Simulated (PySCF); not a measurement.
C4H5FN (doublet state).
SMILES with atom numbers: `[F:1][CH2:2][CH:3][C@H:4]1[CH:5]=[N:6]1` (hydrogens: H7, H8 on C2; H9 on C3; H10 on C4; H11 on C5)

Structure used (GFN2-xTB), in Å, numbered top down from 1:
```xyz
11
C4H5FN angstrom
F     -1.504    1.298   -1.106
C     -1.659    0.291   -0.161
C     -0.370   -0.056    0.477
C      0.795   -0.299   -0.310
C      2.147   -0.155    0.266
N      1.810   -1.349    0.168
H     -2.387    0.659    0.568
H     -2.091   -0.554   -0.720
H     -0.317   -0.129    1.548
H      0.688   -0.214   -1.386
H      2.893    0.512    0.630
```

The hyperfine couplings belong to this conformer and change with its torsions.

Computed with UKS B3LYP, pcH-1 on C F H N, non-relativistic, mean-field spin-orbit, GIAO (PySCF). Geometry: GFN2-xTB, one conformer, isolated molecule. A GFN2-xTB geometry isn't a minimum of the functional, and hyperfine couplings can be far from their values at a DFT geometry. No stability test was run, so a lower SCF solution isn't excluded.

Question: What is the g tensor, term by term?

Answer: 
```json
{"Δg (ppm)": "relativistic mass correction", "1": "-164", "2": "-164", "3": "-164"}
{"Δg (ppm)": "gauge correction", "1": "27", "2": "36", "3": "52"}
{"Δg (ppm)": "orbital Zeeman/spin–orbit", "1": "-965", "2": "529", "3": "563"}
{"Δg (ppm)": "total", "1": "-1103", "2": "400", "3": "450"}
```

So g = 2.00122, 2.00272, 2.00277 and g_iso = 2.00224; the tensor is close to axial: the two nearest values differ by 3 % of g3 − g1. Axes: g1 points within 9° of the C5–N6 bond and g3 points within 11° of the C3–H9 bond.

Question: How much does each term add to the isotropic shift?

Answer: The mass correction -164, the orbital-Zeeman/spin–orbit term 42 and the gauge correction 38 ppm, for a total of -84 ppm. The mass correction is the largest in size. The mass correction is the same along every axis, so the anisotropy comes from the other two: their spans along these axes are 25 (gauge) and 1528 ppm (orbital Zeeman/spin–orbit).

Question: What are the electron Larmor frequencies g μB B/h along the three axes at 3350 mT?

Answer: 93.8319, 93.9023, 93.9047 GHz for g1, g2 and g3, a range of 72.8 MHz.

Question: In a frozen sample, at which fields do the three g values resonate at 9.5, 34, 94 and 263 GHz (hyperfine left aside), and which band first spreads them over more than twice a line width of 1.0 mT?

Answer: 
```tsv
band	GHz	B(g3) mT	B(g2) mT	B(g1) mT	spread mT
X	9.5	338.91	338.92	339.17	0.26
Q	34.0	1212.93	1212.96	1213.87	0.94
W	94.0	3353.40	3353.48	3356.00	2.60
J	263.0	9382.38	9382.62	9389.67	7.28
```

The spread grows in proportion to the frequency. W band is the first where it exceeds 2.0 mT.

The largest Mulliken spin populations are on C3 (+0.89), N6 (+0.13), C4 (-0.11) and C5 (+0.08). No atom but C3 exceeds +0.15. The positive populations add up to 1.19 and the negative ones to -0.19, together 2S = 1. The angles at C3 add up to 360.0°, so it is planar; its axial dipolar tensor and the negative coupling of its proton fit spin in a p orbital normal to that plane.

The HOMO–LUMO gaps are 4.54 eV among the α and 5.63 eV among the β orbitals.
